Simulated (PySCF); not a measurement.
## Working out the ionisation energy of Ne

Ne [Ne] (1S) → Ne⁺ [He] 2s2 2p5 (2P). Calculation: PySCF 2.14, in dyall-acv3z (15s9p4d2f, 76 functions); no relativity, point nucleus. Frozen: 1s2; the 19 highest virtual orbitals dropped. Energies in hartree (1 hartree = 27.21139 eV):

| part | Ne (lower) | Ne⁺ (upper) |
| --- | --- | --- |
| UHF | -128.546783 | -127.824236 |
| CCSD correlation | -0.282809 | -0.220069 |
| (T) | -0.005569 | -0.002987 |

Q: What does Hartree-Fock give?

A: (-127.824236) − (-128.546783) = 0.722547 hartree = 19.662 eV.

Q: What do CCSD and CCSD(T) give?

A: The CCSD correlation energies differ by 0.062740 hartree = 1.707 eV and the triples by 0.002582 hartree = 0.070 eV, so CCSD gives 21.369 eV and CCSD(T) 21.439 eV.

Measured between the centres of the two terms (NIST): 21.597 eV, so CCSD(T) (valence) is off by -0.158 eV.

What remains against the reference includes basis incompleteness, the frozen core and higher excitations.
